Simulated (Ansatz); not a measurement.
For hexagonal-diamond C (model structure), PBE-D3(BJ) (PAW; Ansatz, a program for electronic structure) gives:

| Quantity | Result |
|---|---|
| lattice parameter a | 2.501 Å |
| lattice parameter c | 4.163 Å |

What does r²SCAN (PAW; Ansatz) give for the same quantities?


- lattice constant a: 2.503 Å (is nearly the same)
- lattice parameter c: 4.169 Å (grows by 0.1 %)

Changes are worked out from the printed values.

Unless a cell is named, each level is at its own relaxed cell (PBE-D3(BJ) 5.64, r²SCAN 5.66 Å³/atom).

Ansatz's density-functional and Hartree–Fock values are scalar-relativistic unless marked +SOC, with PAW data made under PBE.

A model structure was made by putting elements into a prototype or built by hand; here it ended with the formula and space group of a phase in our tables.
